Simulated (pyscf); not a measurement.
This saddle point was located with ωB97X-D3(BJ)/def2-SVP in PySCF.

```
N
H 1 1.0213
C 1 1.4533 2 111.33
H 3 1.1050 1 112.48 2 51.64
H 3 1.1054 4 106.97 1 -119.90
H 3 1.1069 4 107.50 5 -114.68
H 1 1.4083 2 119.53 3 136.70
H 7 0.9872 1 150.99 2 123.05
Zn 7 1.9571 8 79.37 1 10.51
```
Charge 0, spin multiplicity 2.

Surface: doublet, charge 0. Lowest wavenumbers (cm⁻¹): 1348i, 123, 210, 220, 433.

Q: What reaction is this the transition state of?

A: `[CH3][NH][Zn]` [doublet] + `[H][H]` <-> `[CH3][NH2]` + `[ZnH]` [doublet], a four-centre exchange read from left to right: N–Zn, H–H broken and H–Zn, H–N formed. At ωB97M-D3(BJ)/def2-TZVP it lies +72.9 kJ/mol from the left side and +94.5 kJ/mol from the right (each side as separated species at their lowest minima found). On the product side the descent ends in an adduct with a N–Zn contact, 53.6 kJ/mol under the separated species and 141.3 kJ/mol under the saddle at ωB97X-D3(BJ)/def2-TZVP. What is counted as broken (N–Zn) persists as a longer contact in the product adduct; parting that adduct is a step of its own. At the saddle there is also a short H–Zn contact that neither side keeps. One saddle was located; it need not be the lowest between these sides. Elements up to Kr have no core potential and no relativistic terms here.
